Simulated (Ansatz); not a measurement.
**Ladder of methods for the elastic constant C11 of diamond**

Reference value: 1081 GPa (measured, low temperature, no zero-point or thermal correction; as tabulated in Tanner et al. (2021), arXiv:2110.11888).

```
level (code)         value (GPa)  cell (Å³/atom)  difference (%)
-------------------  -----------  --------------  --------------
LDA (Ansatz)                1105            5.51            +2.2
PBE (Ansatz)                1051            5.70            -2.8
PBE-D3(BJ) (Ansatz)         1068            5.63            -1.2
r²SCAN (Ansatz)             1112            5.64            +2.9
HSE06 (Ansatz)              1137            5.57            +5.2
```

With a margin of 5.0 % (twice that across the reference) picked here for doubts on the reference and the settings, and for temperature and zero-point motion, these levels can't be ranked. Within 10 %: LDA, PBE, PBE-D3(BJ), r²SCAN, HSE06. The least costly first-principles kind among them: DFT without exact exchange (LDA, PBE, PBE-D3(BJ), r²SCAN).

The measured value isn't corrected to a static lattice, so vibrations enter the comparison.  PBE-D3(BJ): the dispersion coefficients are held fixed in the derivatives. Each level is taken at its own relaxed cell. Cutoffs and k meshes differ between the levels. Ansatz's density-functional and Hartree–Fock values are scalar-relativistic unless marked +SOC, with PAW data made under PBE.

Differences are worked out from the printed values.

Ansatz is an electronic-structure program.
